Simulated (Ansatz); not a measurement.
in.yaml

```yaml
crystal:
  periodic: [false, false, false]
  atoms:
    - {symbol: Al, position_ang: [0.058135, 0.092227, 1.881599]}
    - {symbol: As, position_ang: [0.016062, -0.047512, -0.695616]}
    - {symbol: H, position_ang: [-1.091638, 1.087023, 1.230058]}
    - {symbol: H, position_ang: [-0.486338, -1.297543, 2.448035]}
    - {symbol: H, position_ang: [0.248803, 1.377499, -1.155199]}
    - {symbol: H, position_ang: [-1.420944, -0.104175, -1.185263]}
basis:
  gaussian: {orbitals: STO-3G}
total_charge: 1
magnetization: {spin_polarized: true, initial_magnetization: 1}
correlation: {method: ccsd_t, electrons: outside_noble_gas}
accuracy: high
scf: {omitted_lower_state_checks: [cluster_reference]}
```

```sh
$ ansatz run in.yaml --threads 1 --pin off --events-out ev --progress --plain --max-ram 2393MiB
```

Log:

```
these checks for a lower state are left out or cut short: cluster_reference
469 factors; integrals over basis functions are off by at most 1.3e-8 eV
mean field evaluation 1: about -66676.2731 eV, gradient 1.1e1 eV
mean field evaluation 2: about -66676.2943 eV, gradient 1.1e1 eV
mean field evaluation 4: about -66677.7605 eV, gradient 1.2e0 eV
mean field evaluation 8: about -66677.8242 eV, gradient 3.7e-3 eV
mean field evaluation 16: about -66676.7484 eV, gradient 5.2e0 eV
mean field -66677.82289638 eV, -2450.3647955904 hartree, gradient 2.9e-8 eV, S^2 0.778301; 2 other end points of the search recorded, 0 dependent functions left out
19 core orbitals not correlated: weight in the atoms' cores, before any rotation towards them, 0.994 or more for the frozen orbitals, at most 0.003 for the correlated occupied ones
reference -66677.82289638 eV, -2450.3647955904 hartree; 6, 5 occupied and 6, 7 virtual orbitals, 469 factors
second order -1.70362978 eV of doubles, -0.00000000 eV of singles
cycle   1  -2.27104052 eV  change   -5.7e-1 eV  update   7.6e-2
cycle   2  -2.64801692 eV  change   -3.8e-1 eV  update   3.6e-2
cycle   3  -2.66399135 eV  change   -1.6e-2 eV  update   1.3e-2
cycle   4  -2.67423620 eV  change   -1.0e-2 eV  update   7.3e-3
cycle   5  -2.67929865 eV  change   -5.1e-3 eV  update   4.0e-3
...
cycle  19  -2.67915738 eV  change    2.1e-7 eV  update   1.1e-7
cycle  20  -2.67915733 eV  change    5.9e-8 eV  update   5.0e-8
cycle  21  -2.67915734 eV  change   -1.7e-8 eV  update   2.9e-8
cycle  22  -2.67915684 eV  change    5.0e-7 eV  update   9.4e-8
cycle  23  -2.67915661 eV  change    2.4e-7 eV  update   3.7e-8
cycle  24  -2.67915658 eV  change    2.6e-8 eV  update   1.3e-8
cycle  25  -2.67915658 eV  change   -3.4e-9 eV  update   7.5e-9
cycle  26  -2.67915659 eV  change   -3.0e-9 eV  update   3.7e-9
cycle  27  -2.67915659 eV  change   2.0e-10 eV  update   2.0e-9
cycle  28  -2.67915659 eV  change   1.0e-10 eV  update   1.1e-9
perturbative correction -0.03080796 eV, -0.0011321716 hartree
Total energy: -66680.53286093 eV, -2450.4643849505 hartree
Checks for a lower state left out: cluster_reference
```

Ran on 1 thread of Arm Neoverse V2, shared host: 0.51 s wall, 0.29 GiB peak host memory.
